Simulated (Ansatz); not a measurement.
in.yaml

```yaml
crystal:
  periodic: [false, false, false]
  atoms:
    - {symbol: Na, position_ang: [0.000000, 0.000000, 3.845716]}
    - {symbol: Mg, position_ang: [0.000000, 0.000000, -0.627161]}
    - {symbol: H, position_ang: [0.000000, 0.000000, -3.218555]}
basis:
  gaussian: {orbitals: cc-pVTZ}
correlation: {method: fci, electrons: outside_noble_gas}
```

```sh
$ ansatz run in.yaml --threads 1 --pin off --events-out ev --progress --plain --max-ram 2393MiB
```

Output:

```
895 factors; integrals over basis functions are off by at most 2.5e-7 eV
mean field evaluation 1: about -9847.6867 eV, gradient 1.1e1 eV
mean field evaluation 2: about -9847.6911 eV, gradient 1.1e1 eV
mean field evaluation 4: about -9849.2641 eV, gradient 1.7e0 eV
mean field evaluation 8: about -9849.3305 eV, gradient 1.1e-3 eV
mean field -9849.33046627 eV, -361.9562185195 hartree, gradient 2.0e-6 eV, S^2 0.000000; 0 other end points of the search recorded, 0 dependent functions left out; unrestricted orbitals would lower it
mean field evaluation 16: about -9849.4297 eV, gradient 4.6e0 eV
10 core orbitals not correlated: weight in the atoms' cores, before any rotation towards them, 1.000 or more for the frozen orbitals, at most 0.000 for the correlated occupied ones
reference -9849.33046627 eV, -361.9562185195 hartree; 2, 2 occupied and 70, 70 virtual orbitals, 895 factors
state -9851.49552654 eV, -362.0357830169 hartree
Total energy: -9851.49552654 eV, -362.0357830169 hartree
```

Ran on 1 thread of Arm Neoverse V2, shared host: 22 s wall, 0.4 GiB peak host memory.
